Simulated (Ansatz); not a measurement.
**[H···H···Br], doublet: reading a ladder of total energies**

Geometry: a point of a hydrogen-transfer path between rigid fragments, not a stationary point.

```xyz
3

H     0.0000    0.0000   -1.0947
H     0.0000    0.0000   -0.4017
Br    0.0000    0.0000    1.4963
```

Basis cc-pVTZ; Ansatz 0.2.0. Only valence electrons are correlated (noble-gas cores and the filled d shells of p-block atoms frozen), which leaves 9 electrons in 57 orbitals. Prefix R: restricted or restricted open-shell reference; prefix U: unrestricted. No spin–orbit coupling is included, and no scalar relativity.

Full CI isn't at hand for all of this; UCCSDT(Q) serves as the reference, and is uncertain by about the last step of the cluster series.

Runs differ by some tens of microhartree through their thresholds and, for an open shell, their frozen cores, so steps under 0.03 kcal/mol mean nothing.

```
    level  total energy (hartree)
      UHF            -2573.554962
     UMP2            -2573.728791
    UCCSD            -2573.754952
 UCCSD(T)            -2573.760441
   UCCSDT            -2573.761070
UCCSDT(Q)            -2573.761220
```

**Question.** What is the correlation energy at UCCSDT(Q), and what share of it do UMP2 and UCCSD recover?

**Answer.** E(corr) = -2573.761220 − (-2573.554962) = -0.206258 hartree = -5.613 eV. UMP2: -0.173829 / -0.206258 = 84.28 %. UCCSD: -0.199990 / -0.206258 = 96.96 %.

**Question.** By how many kcal/mol does UCCSD(T) miss UCCSDT(Q) (1 hartree = 627.509 kcal/mol), and which steps make up the rest?

**Answer.** -2573.760441 − (-2573.761220) = 0.000779 hartree = 0.49 kcal/mol. Steps: UCCSDT − UCCSD(T) = -0.39, UCCSDT(Q) − UCCSDT = -0.09 kcal/mol. That is within 1 kcal/mol of the reference in this basis, which itself misses far more of the correlation at the basis-set limit.
